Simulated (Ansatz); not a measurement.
The input, for Ansatz 0.2.0:

```yaml
crystal:
  periodic: [false, false, false]
  atoms:
    - {symbol: P, position_ang: [0.000000, 0.000000, 0.000000]}
    - {symbol: Be, position_ang: [0.000000, 0.000000, 2.002300]}
basis:
  gaussian: {orbitals: def2-mTZVP}
total_charge: 1
correlation: {method: sc_nevpt2, electrons: valence, active_space: {window: {electrons: 4, orbitals: 5}}}
accuracy: high
scf: {lower_state_search: full}
output: {forces: true}
```

```sh
$ ansatz run in.yaml --threads 1 --pin off --events-out ev --progress --plain --max-ram 2393MiB
```

Output:

```
582 factors; integrals over basis functions are off by at most 3.3e-9 eV
mean field evaluation 1: about -9658.1237 eV, gradient 1.3e1 eV
mean field evaluation 2: about -9658.1259 eV, gradient 1.3e1 eV
mean field evaluation 4: about -9658.9358 eV, gradient 1.2e0 eV
mean field evaluation 8: about -9658.9717 eV, gradient 1.9e-3 eV
mean field evaluation 16: about -9658.9798 eV, gradient 1.8e-2 eV
mean field -9658.97174248 eV, -354.9606644500 hartree, gradient 7.4e-8 eV, S^2 0.000000; 2 other end points of the search recorded, 0 dependent functions left out; unrestricted orbitals would lower it
reference -9658.97174248 eV, -354.9606644500 hartree; 9, 9 occupied and 24, 24 virtual orbitals, 582 factors
state -9660.23638727 eV, -355.0071392887 hartree
state -9660.23638727 eV, -355.0071392887 hartree; corrected -9662.57370827 eV, -355.0930342511 hartree
the calculation of the forces begins
Total energy: -9662.57370827 eV, -355.0930342511 hartree
Atom 0 at     0.000000     0.000000     0.000000 Å, force    -0.000000     0.000000    -0.655055 eV/Å
Atom 1 at     0.000000     0.000000     2.002300 Å, force     0.000000     0.000000     0.655055 eV/Å
Dipole moment:     0.000000    -0.000000     1.311299 e Å
```

Forces (eV/Å):
```
P    0.000  0.000 -0.655
Be   0.000  0.000  0.655
```

Ran on 1 thread of Arm Neoverse V2, shared host: 1.1 s wall, 0.08 GiB peak host memory.
